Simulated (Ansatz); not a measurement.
# CH4Al2: the cost of one run

Program: Ansatz 0.2.0. Level of theory: UKS B3LYP-D4/6-31G*. These are calculated values, not measurements.

### Step 1. The system as given

Bond lengths: C1–Al2 1.976 Å, C1–Al3 1.885 Å, Al2–Al3 2.510 Å, C1–H4 1.057 Å, C1–H5 1.155 Å, Al2–H6 1.608 Å, Al3–H7 1.636 Å. Angles: C1–Al2–Al3 47.9°, C1–Al2–H6 155.1°, Al3–Al2–H6 157.0°, Al2–C1–Al3 81.1°, Al2–C1–H4 114.2°, Al2–C1–H5 113.7°, Al3–C1–H4 116.4°, Al3–C1–H5 116.8°, H4–C1–H5 111.5°, C1–Al3–Al2 51.0°, C1–Al3–H7 155.0°, Al2–Al3–H7 153.9°.

As a file:

```xyz
7

C    -0.6027   -0.0059   -0.6023
Al   -0.1189    0.8584    1.1071
Al    0.9972   -0.9375   -0.2462
H    -1.4939   -0.5726   -0.5649
H    -0.5962    0.7151   -1.5042
H    -0.3122    1.8882    2.3270
H     2.1879   -2.0136   -0.5623
```

### Step 2. Preparing the start

input.yaml

```yaml
crystal:
  periodic: [false, false, false]
  atoms:
    - { symbol: C, position_ang: [-0.6027, -0.0059, -0.6023] }
    - { symbol: Al, position_ang: [-0.1189, 0.8584, 1.1071] }
    - { symbol: Al, position_ang: [0.9972, -0.9375, -0.2462] }
    - { symbol: H, position_ang: [-1.4939, -0.5726, -0.5649] }
    - { symbol: H, position_ang: [-0.5962, 0.7151, -1.5042] }
    - { symbol: H, position_ang: [-0.3122, 1.8882, 2.327] }
    - { symbol: H, position_ang: [2.1879, -2.0136, -0.5623] }
magnetization:
  spin_polarized: true
basis:
  gaussian: { orbitals: "6-31G*" }
hamiltonian:
  xc: b3lyp
  dispersion: d4
relax:
  f_tol: 0.02
  max_steps: 40
```

Started as:

```console
> ansatz run input.yaml --threads 1 --pin off --max-ram 2048MiB --backend cpu --events-out ev --progress --plain --runs-dir out
```

What time and memory should one allow on 1 thread of Intel Xeon 6975P-C (Granite Rapids), shared host?

About 39 s, with a peak of 0.17 GiB.
